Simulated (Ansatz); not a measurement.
Basis-set extrapolation for C$_{4}$H$_{4}$ (`C=C1C=C1`) (PBE0-D4/def2-TZVP geometry, frozen core, Ansatz). Multiplicity 1, RHF reference.

```
                      def2-TZVPP   def2-QZVPP
                 HF  -153.730860  -153.737521
    MP2 correlation    -0.620782    -0.660849
CCSD(T) correlation    -0.677233      not run
```

Energies in hartree. Use E(X) = E(∞) + A·exp(−7.88·√X) for Hartree–Fock and E(X) = E(∞) + B·X^(−2.97) for correlation, with X = 3 and 4, and add CCSD(T) minus MP2 of the smaller set to the MP2 limit.

**Question.** What is the CCSD(T) energy at the basis-set limit?

**Answer.** HF limit: -153.737521 + (-0.006661) × 0.13774 = -153.73844. MP2 limit: -0.660849 + (-0.040067) × 0.74074 = -0.69053. Higher-order term: -0.677233 − (-0.620782) = -0.05645. Total: -154.48542 hartree, 203.0 kJ/mol below CCSD(T)/def2-TZVPP.
